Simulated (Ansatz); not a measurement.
Input file:

```yaml
crystal:
  periodic: [false, false, false]
  atoms:
    - {symbol: Br, position_ang: [0.000000, 0.000000, -1.438333]}
    - {symbol: H, position_ang: [0.000000, 0.000000, 0.073667]}
    - {symbol: H, position_ang: [0.000000, 0.000000, 1.364667]}
basis:
  gaussian: {orbitals: cc-pVTZ}
magnetization: {spin_polarized: false, initial_magnetization: 1}
correlation: {method: fic_mrcisd_q, electrons: outside_noble_gas, active_space: {window: {electrons: 9, orbitals: 6}, shells: [{species: Br, l: s, shell: 4}, {species: Br, l: p, shell: 4}, {species: H, l: s, shell: 1}]}}
```

```sh
$ ansatz run in.yaml --threads 1 --pin off --events-out ev --progress --plain --max-ram 2393MiB
```

Task: Roughly how long does this take on 1 thread of Arm Neoverse V1, shared host, and how much host memory?

Result: 2.6 s wall and 0.17 GiB.

```
758 factors; integrals over basis functions are off by at most 2.4e-7 eV
mean field evaluation 1: about -70028.4694 eV, gradient 9.5e0 eV
mean field evaluation 2: about -70028.4731 eV, gradient 9.5e0 eV
mean field evaluation 4: about -70029.3209 eV, gradient 2.0e0 eV
mean field evaluation 8: about -70029.3850 eV, gradient 1.2e-1 eV
mean field -70029.38507311 eV, -2573.5324338147 hartree, gradient 2.0e-6 eV, S^2 0.750000; 0 other end points of the search recorded, 0 dependent functions left out
reference -70029.38507311 eV, -2573.5324338147 hartree; 19, 18 occupied and 52, 53 virtual orbitals, 758 factors
state -70029.97721623 eV, -2573.5541946729 hartree
contracted CI cycle   1: correlation 0.00000000 eV, 0.0000000000 hartree, residual 1.95e1 eV
contracted CI cycle   2: correlation -4.60380239 eV, -0.1691866174 hartree, residual 3.36e0 eV
contracted CI cycle   3: correlation -4.74593486 eV, -0.1744098891 hartree, residual 7.11e-1 eV
contracted CI cycle   4: correlation -4.75260632 eV, -0.1746550609 hartree, residual 1.66e-1 eV
contracted CI cycle   5: correlation -4.75294708 eV, -0.1746675836 hartree, residual 4.10e-2 eV
contracted CI cycle   6: correlation -4.75296618 eV, -0.1746682856 hartree, residual 8.21e-3 eV
contracted CI cycle   7: correlation -4.75296692 eV, -0.1746683127 hartree, residual 1.84e-3 eV
contracted CI cycle   8: correlation -4.75296696 eV, -0.1746683141 hartree, residual 3.94e-4 eV
state -70029.97721623 eV, -2573.5541946729 hartree; corrected -70035.07230887 eV, -2573.7414358740 hartree
Total energy: -70035.07230887 eV, -2573.7414358740 hartree
Checks for a lower state left out: starts, orbital_swaps
```

Natural occupations: 1.9995 1.9995 1.9991 1.9630 1.0015 0.0372.
